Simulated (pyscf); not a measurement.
Addition across a multiple bond or ene-type step: HB=O + H₂C=CH₂ → H₂C=CH–BH–OH

Gas phase, singlet surface, charge 0. Bonds broken: C4–H6. Bonds formed: B1–C4, O2–H6. PySCF, gas phase, ωB97X-D3(BJ)/def2-SVP geometries. MP2 and CC: frozen core, UHF for open shells. ΔMP2 is the change of the MP2 total energy from the triple- to the quadruple-zeta basis.

Transition state (Å):

```xyz
9

B      1.1086     0.5851    -1.1096
O      1.4046    -0.6360    -1.3813
H      1.4225     1.7053    -1.4495
C     -0.2245     0.5980     0.0908
C      0.0509     0.3227     1.3765
H      0.2779    -0.4127    -0.5976
H     -1.1179     1.1724    -0.1810
H     -0.5758     0.6632     2.2100
H      0.9311    -0.2778     1.6392
```

One imaginary mode, 1733i cm⁻¹; descent along it reached the two sides named, in the forms told below.

```json
[
 {"bond": "C4–H6", "change": "breaks", "reactant side (Å)": "1.095", "saddle": "1.322", "product side": "2.6"},
 {"bond": "B1–C4", "change": "forms", "reactant side (Å)": "3.3", "saddle": "1.794", "product side": "1.575"},
 {"bond": "O2–H6", "change": "forms", "reactant side (Å)": "3.0", "saddle": "1.391", "product side": "0.965"}
]
```

Electronic energies relative to the separated reactants (kcal/mol):

| level | barrier | reaction energy | reverse barrier |
|---|---|---|---|
| ωB97X-D3(BJ)/def2-TZVP | 46.5 | -17.7 | 64.2 |
| PBE/def2-TZVP | 39.4 | -15.8 | 55.2 |
| r²SCAN/def2-TZVP | 41.2 | -17.6 | 58.9 |
| B3LYP-D3(BJ)/def2-TZVP | 47.4 | -15.0 | 62.4 |
| PBE0-D3(BJ)/def2-TZVP | 40.9 | -20.1 | 61.0 |
| M06-2X/def2-TZVP | 45.9 | -17.8 | 63.7 |
| ωB97M-D3(BJ)/def2-TZVP | 47.4 | -15.6 | 63.0 |
| HF/def2-TZVP | 64.4 | -15.1 | 79.6 |
| MP2/def2-QZVPP | 47.1 | -14.8 | 61.9 |
| CCSD/def2-TZVPP | 51.8 | -16.0 | 67.8 |
| CCSD(T)/def2-TZVPP | 49.1 | -15.5 | 64.5 |
| CCSD(T)/def2-TZVPP + ΔMP2(QZVPP) | 48.9 | -15.6 | 64.4 |

With CCSD(T)/def2-TZVPP + ΔMP2(QZVPP) energies and thermal terms (ideal gas, 1 atm, RRHO with modes under 100 cm⁻¹ raised to 100, one conformer, R ln 2 for chiral ones without a mode under 150 cm⁻¹), in kcal/mol:

| T (K) | ΔH‡ | ΔG‡ | ΔH | ΔG |
|---|---|---|---|---|
| 298 | 46.9 | 56.3 | -13.4 | -4.0 |
| 600 | 47.0 | 65.9 | -13.1 | +5.5 |
| 900 | 47.5 | 75.2 | -12.4 | +14.7 |
| 1200 | 48.0 | 84.4 | -11.5 | +23.6 |

On the product side the descent ends in a point that may be a rotor saddle (no frequency run), 1.6 kcal/mol over the lowest minimum found and 62.6 kcal/mol under the saddle at ωB97X-D3(BJ)/def2-TZVP. The same reactants have a lower exit, to cyclic C₂H₅BO (SMILES B1CCO1) (barrier +33.3 kcal/mol at ωB97M-D3(BJ)/def2-TZVP, against +47.4 kcal/mol here). H₂C=CH–BH–OH lies 23.3 kcal/mol over its isomer H₃C–CH₂–B=O (electronic energy, ωB97M-D3(BJ)/def2-TZVP). This is the saddle that the search found; another between the same sides may lie lower. The CCSD(T) − MP2 part came from Ansatz, without density fitting, on the same reference.
